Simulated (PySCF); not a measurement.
Gas-phase reaction: C2H2 (acetylene) + 2 ethylsilane → vinylsilane + Si(CH3)4

Computed with PySCF (xtb for GFN2) and rigid-rotor harmonic-oscillator thermochemistry at 1 bar. † marks an energy on the PBE0/def2-TZVP geometry and frequencies; other levels use their own. CCSD(T) freezes the core. 6-31G* has spherical d functions here. All species are closed-shell singlets. B3LYP is the form with VWN-RPA correlation. CCSD(T) isn't extrapolated to the basis-set limit. The harmonic model lacks anharmonicity and excited electronic states, which grow with temperature; levels with a mode under 35 cm⁻¹ are left out. Internal rotation in ethylsilane, vinylsilane, Si(CH3)4 is treated as a harmonic vibration of one conformer, which makes the entropy rough.

```csv
level,"ΔE electronic, kJ","ΔH°(298 K), kJ","ΔS°(298 K), J/K","ΔG°(1000 K), kJ"
B3LYP/def2-TZVP†,-281,-263,-153,-114
BLYP/def2-TZVP†,-266,-248,-153,-99
CCSD(T)/def2-SVP†,-266,-248,-153,-99
GFN2-xTB,-102,-80,-135,53
HF/6-31G*,-268,-251,-154,-102
PBE0/def2-SVP†,-306,-288,-153,-139
r2SCAN/def2-TZVP†,-316,-298,-153,-149
ωB97M-V/def2-TZVP†,-305,-287,-153,-138
ωB97X-V/def2-TZVP†,-305,-287,-153,-138
```
ΔH° is lowest at r2SCAN/def2-TZVP† and highest at GFN2-xTB. No reference value is set beside these.
